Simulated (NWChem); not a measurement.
**doublet [S2]+: levels of theory compared**

Wanted: a comparison of 6 runs (UM06-L/cc-pVTZ, U-wB97X/cc-pVTZ, UCAM-B3LYP/cc-pVTZ, UM06-2X/cc-pVTZ, USVWN5/cc-pVTZ, UTPSS/cc-pVTZ) of doublet [S2]+. 

The results are computed with NWChem 7.3.0.

1 further run of the same task is left out (set aside as unsound or not needed).

### 1 Starting point

[S2]+ has 2 atoms, charge +1, and is taken as a doublet. As SMILES of the parent species, `S=S`. The bond length is the one measured for the parent species. That shape belongs to the parent species and isn't relaxed for this state.

Bond lengths: S1–S2 1.889 Å.

### 2 The energy at UM06-L/cc-pVTZ (run 1)

sp.nw reads:

```
start sp
memory 2200 mb
charge 1

geometry units atomic noautosym nocenter noautoz
 S      0.00000000     0.00000000     0.00000000
 S      0.00000000     0.00000000     3.57007059
end

basis "ao basis" spherical bse
 * library cc-pVTZ
end

dft
 xc m06-l
 mult 2
 grid xfine
 convergence energy 1e-08
 maxiter 100
 mulliken
 print low
end

task dft energy
```

Launch:

```bash
$ nwchem sp.nw > sp.out
```

Standard output:

```text
[...]
 d= 0,ls=0.0,diis     1   -795.9873817724 -8.68D+02  5.09D-03  4.52D-01     3.2
[...]
 d= 0,ls=0.5,diis    11   -796.0428137829 -8.04D-09  6.79D-07  1.23D-09    25.0
[...]
         Total DFT energy =     -796.042813784575
      One electron energy =    -1232.495059588086
           Coulomb energy =      415.765205151985
    Exchange-Corr. energy =      -51.020224946267
 Nuclear repulsion energy =       71.707265597793
[...]
      Total Density - Mulliken Population Analysis
     ---------------------------------------------
    Atom       Charge   Shell Charges
 -----------   ------   -------------------------------------------------------
    1 S   16    15.50   2.00  1.89  0.19  1.28  0.59  5.81  0.77  2.26  0.57  0.03  0.08  0.01
    2 S   16    15.50   2.00  1.89  0.19  1.28  0.59  5.81  0.77  2.26  0.57  0.03  0.08  0.01
[...]
      <S2> =      0.7531 (Exact =     0.7500)
[...]
```

It took 28 s on 1 thread of Intel Xeon 6975P-C (Granite Rapids), shared host; peak memory 0.11 GiB.

### 3 The energy at U-wB97X/cc-pVTZ (run 2)

test.nw reads:

```
start test
title "S2 energy"
memory total 2200 mb
charge 1

geometry noautosym nocenter noautoz
   S     0.000000    0.000000    0.000000
   S     0.000000    0.000000    1.889200
end

basis spherical bse
   * library cc-pVTZ
end

dft
   xc wb97x
   mult 2
   grid xfine
   convergence energy 1e-08
   maxiter 100
   mulliken
   print medium
end

task dft energy
```

Launch:

```bash
$ nwchem test.nw > test.out
```

Standard output:

```text
[...]
          Wavefunction type:  spin polarized.
          No. of atoms     :     2
          No. of electrons :    31
[...]
          Charge           :     1
          Spin multiplicity:     2
[...]
          AO basis - number of functions:    68
[...]
              XC Information
              --------------
                       wb97x  Method XC Functional
                     Hartree-Fock (Exact) Exchange  1.000
                         wb97x Exchange Functional  1.000
                      wb97x Correlation Functional  1.000
[...]
 d= 0,ls=0.0,diis     1   -795.9623381644 -8.68D+02  4.91D-03  5.48D-01     3.7
[...]
 d= 0,ls=0.0,diis     8   -796.0306868860 -9.36D-10  1.25D-07  7.69D-11    25.0
[...]
         Total DFT energy =     -796.030686886004
      One electron energy =    -1232.127423902544
           Coulomb energy =      415.342401124877
    Exchange-Corr. energy =      -50.952934775244
 Nuclear repulsion energy =       71.707270666908
[...]
      Total Density - Mulliken Population Analysis
     ---------------------------------------------
    Atom       Charge   Shell Charges
 -----------   ------   -------------------------------------------------------
    1 S   16    15.50   2.00  1.85  0.24  1.24  0.58  5.80  0.81  2.17  0.67  0.03  0.09  0.01
    2 S   16    15.50   2.00  1.85  0.24  1.24  0.58  5.80  0.81  2.17  0.67  0.03  0.09  0.01
[...]
      <S2> =      0.7573 (Exact =     0.7500)
[...]
```

It took 26 s on 1 thread of Intel Xeon 6975P-C (Granite Rapids), shared host; peak memory 0.11 GiB.

Runs 3 to 5 aren't shown in full; the table further down has their settings and results.

### 4 The energy at UTPSS/cc-pVTZ (run 6)

input.xyz reads:

```xyz
2

S      0.000000     0.000000     0.000000
S      0.000000     0.000000     1.889200
```

run.py reads:

```python
from ase.io import read
from ase.calculators.nwchem import NWChem

mol = read('input.xyz')

calc = NWChem(
    label='input',
    theory='dft',
    memory='2200 mb',
    basis='cc-pVTZ',
    basispar='spherical bse',
    charge=1,
    dft={'xc': 'xtpss03 ctpss03', 'mult': '2', 'grid': 'xfine', 'convergence': 'energy 1e-08', 'iterations': '100', 'mulliken': None},
    task='energy',
)
mol.calc = calc

e = mol.get_potential_energy()
print(f"E = {e:.6f} eV")
```

Launch:

```bash
$ export ASE_NWCHEM_COMMAND="nwchem PREFIX.nwi > PREFIX.nwo"
$ python run.py
```

Standard output:

```text
E = -21663.072245 eV
```

The calculator wrote input.nwi:

```
title "input"

permanent_dir input

scratch_dir input

start input

geometry units angstrom nocenter noautosym noautoz
  S  0.0000000000000000e+00 0.0000000000000000e+00 0.0000000000000000e+00
  S  0.0000000000000000e+00 0.0000000000000000e+00 1.8892000000000000e+00
end

charge 1

memory 2200 mb

basis spherical bse noprint
   * library cc-pVTZ
end

dft
  xc xtpss03 ctpss03
  mult 2
  grid xfine
  convergence energy 1e-08
  iterations 100
  mulliken
end

task dft energy
```

input.nwo:

```text
Northwest Computational Chemistry Package (NWChem) 7.3.0
             --------------------------------------------------------

           Job information
           ---------------

    nwchem branch   = 7.3.0
    use scalapack   = T
    input           = input.nwi
    prefix          = input.
    data base       = input/input.db
    status          = startup
    nproc           =        1

           Memory information
           ------------------

[... 5 lines left out ...]
    hardfail = no
[... 33 lines left out ...]
            Nuclear Dipole moment (a.u.)
[... 54 lines left out ...]
          Convergence on density requested:  1.00D-05
[... 21 lines left out ...]
          Convergence aids based upon iterative change in
[... 31 lines left out ...]
 2-e energy   =     351.819660
[... 48 lines left out ...]
           Coulomb energy =      415.396711304419
[... 496 lines left out ...]
                     DFT Final Beta Molecular Orbital Analysis
[... 572 lines left out ...]
     Multipole analysis of the density
     ---------------------------------

     L   x y z        total         alpha         beta         nuclear
     -   - - -        -----         -----         ----         -------
     0   0 0 0      1.000000    -16.000000    -15.000000     32.000000

     1   1 0 0      0.000000     -0.000000      0.000000      0.000000
[... 8 lines of this table left out ...]
     2   0 0 2     -7.370277   -109.782141   -101.514571    203.926435

 Task  times  cpu:       27.1s     wall:       27.1s
 Total times  cpu:       27.1s     wall:       27.1s
```

Wall time 28 s (1 thread of Intel Xeon 6975P-C (Granite Rapids), shared host); peak memory 0.12 GiB.

### 5 All runs side by side

```tsv
run	level	energy (Eh)	⟨S²⟩	wall time
1	UM06-L/cc-pVTZ	-796.042814	0.753	28 s
2	U-wB97X/cc-pVTZ	-796.030687	0.757	26 s
3	UCAM-B3LYP/cc-pVTZ	-796.064642	0.757	24 s
4	UM06-2X/cc-pVTZ	-796.010442	0.755	19 s
5	USVWN5/cc-pVTZ	-793.326249	0.751	18 s
6	UTPSS/cc-pVTZ	-796.103228	0.754	28 s
```

### 6 What came out

| quantity | value |
| --- | --- |
| run 6: total energy | -796.10323 Eh |
| run 6: HOMO energy (highest over α and β) | -13.45 eV |
| run 6: LUMO energy (lowest over α and β) | -13.17 eV |
| run 6: ⟨S²⟩ | 0.754 |

What this shows: Totals of different functionals can't be ranked against each other. All runs together took 2.4 min, the longest 28 s.
